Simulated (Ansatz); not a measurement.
## Ansatz (development build ahead of 0.2.0) run

```yaml
crystal:
  periodic: [false, false, false]
  atoms:
    - { symbol: C, position_ang: [-0.68116, -0.18142, -0.19897] }
    - { symbol: C, position_ang: [0.68938, 0.16958, 0.21144] }
    - { symbol: H, position_ang: [-0.82833, -0.54696, -1.16855] }
    - { symbol: H, position_ang: [-1.4523, -0.04937, 0.49622] }
    - { symbol: H, position_ang: [1.46123, 0.04092, -0.48351] }
    - { symbol: H, position_ang: [0.8351, 0.53317, 1.18204] }
basis:
  gaussian: { orbitals: def2-SVP }
total_charge: 1
magnetization:
  spin_polarized: true
  initial_magnetization: 1
hamiltonian:
  xc: hf
correlation:
  method: mp2
  frozen_orbitals: { C: 1, H: 0 }
output:
  forces: true
```

The input is written out in the form of the current development build from the run's settings.

Output:

```yaml
Converged: yes
Reference_energy: -77.64320 hartree
Correlation_energy: -0.22229 hartree
Total_energy: -77.86549 hartree
Spin_squared_of_the_determinant: 0.754
Stability_test: minimum
```

Forces (eV/Å):
```
atom      Fx      Fy      Fz
  C1   4.003   1.030   1.201
  C2  -4.005  -1.027  -1.196
  H3  -0.548  -0.712  -1.772
  H4  -1.637   0.150   1.117
  H5   1.637  -0.149  -1.121
  H6   0.550   0.708   1.771
```

Caution: MP2 on this radical cation hangs on the determinant chosen.
